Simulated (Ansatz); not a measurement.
Two shapes of doublet COS(+).

Shape 1:

```xyz
3

O    -0.8950    1.3356   -0.4947
C    -0.2797    0.4174   -0.1546
S     0.5524   -0.8243    0.3053
```

Shape 2:

```xyz
3

O    -0.2666    0.8740   -1.3736
C    -0.1023    0.3216   -0.5168
S     0.1641   -0.5740    0.8720
```

Basis set: def2-SVP (spherical functions). Frozen core: 7 orbitals. Charge 1, multiplicity 2.

Computed with Ansatz (development build ahead of 0.2.0); each method stands on the lowest determinant of its kind that the runs found.

Question: Which shape is lower in energy, and by how much in each method?

Answer:

| method | E(2) − E(1) (eV) |
| --- | --- |
| UHF | 0.113 |
| UHF-MP2 | 0.376 |

Shape 1 is lower. Caution: the unrestricted determinant is spin contaminated. Caution for UHF-MP2: MP2 forces lie far from those of the mean fields.
